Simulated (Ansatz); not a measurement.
Run this with Ansatz 0.2.0 through its Python package and show what comes out.

`fhmg_scan.py`:
```python
"""Stretching a bond of FHMg, the rest held rigid."""

import ansatz as az
from ase import Atoms
import numpy as np

atoms = Atoms(["F", "Mg", "H"], positions=[
    (-1.4689, 0.8418, -0.7209),
    (0.0387, -0.0387, 0.0199),
    (1.4193, -0.868, 0.6878),
])
geometry = az.Crystal.molecule_from_ase(atoms)

symbols = [site.symbol for site in geometry.cartesian_sites]
start = np.array([site.position_ang for site in geometry.cartesian_sites])
axis = (start[0] - start[1]) / np.linalg.norm(start[0] - start[1])
moving = [0]
lengths, energies = [1.669, 1.745, 1.821, 1.897, 1.972, 2.048, 2.124, 2.238], []
for length in lengths:
    xyz = start.copy()
    xyz[moving] += (length - np.linalg.norm(start[0] - start[1])) * axis
    point = az.Crystal.molecule()
    for symbol, place in zip(symbols, xyz):
        point = point.atom(symbol, place.tolist())
    calc = point.calculation()
    calc = calc.basis(gaussian="def2-SVP")
    calc = calc.functional("pbe0", dispersion="d3bj")
    rep = calc.run(threads=1, backend="cpu").report
    energies.append(rep["free_energy_ev"])
    print(f"r = {length:6.3f} A  E = {energies[-1]:.5f} eV  <S^2> = {abs(rep['mean_field']['state']['spin_squared']):.3f}")

# quartic fit about the minimum
fit = np.polynomial.Polynomial.fit(lengths, np.array(energies) - min(energies), 4).convert()
roots = [r.real for r in fit.deriv().roots() if abs(r.imag) < 1e-9 and fit.deriv(2)(r.real) > 0]
r_e = min(roots, key=lambda r: abs(r - lengths[int(np.argmin(energies))]))
print(f"minimum of the fit at {r_e:.4f} A, force constant {fit.deriv(2)(r_e):.2f} eV/A^2")
```

`python fhmg_scan.py` gives:
```text
r =  1.669 A  E = -8169.06837 eV  <S^2> = 0.000
r =  1.745 A  E = -8169.17046 eV  <S^2> = 0.000
r =  1.821 A  E = -8169.13710 eV  <S^2> = 0.000
r =  1.897 A  E = -8169.00995 eV  <S^2> = 0.000
r =  1.972 A  E = -8168.82150 eV  <S^2> = 0.000
r =  2.048 A  E = -8168.58779 eV  <S^2> = 0.000
r =  2.124 A  E = -8168.32655 eV  <S^2> = 0.000
r =  2.238 A  E = -8167.90695 eV  <S^2> = 0.000
minimum of the fit at 1.7615 A, force constant 21.37 eV/A^2
```

What to keep in mind:
- Total energies depend on the basis set; only differences at equal settings carry meaning.
- The rest of the molecule is held rigid at a force-field or estimated start geometry, and the basis set is modest; single-reference methods fail as a bond breaks.
- The orbitals are restricted, so S² is zero by construction.
- Run time: 3.4 s on 1 thread of Arm Neoverse V2 (shared host), peak memory 0.16 GiB.
